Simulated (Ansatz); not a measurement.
Results of LDA (Ansatz, a program for electronic structure, PAW) for fcc Cu.

A relaxed, unreconstructed slab of the (110) face has 12 atoms, two equal faces of 8.753 Å² each and an energy of -78666.3512 eV. A bulk cell of 2 atoms with the same orientation and in-plane k mesh has -13111.4460 eV. Energies are extrapolated to zero smearing.

Run with plane-wave cutoff 500 eV, 16×22×1 k mesh (along the axes of the cell as run), Fermi–Dirac smearing 0.1 eV, scalar-relativistic PAW data made under PBE.

Worked out: γ = (E_slab − N E_bulk per atom)/2A = [-78666.3512 − 12 × (-13111.4460/2)]/(2 × 8.753) = 0.1328 eV/Å². With 16.022 J/m² per eV/Å² this is 2.13 J/m², or 1.16 eV per surface cell and face.
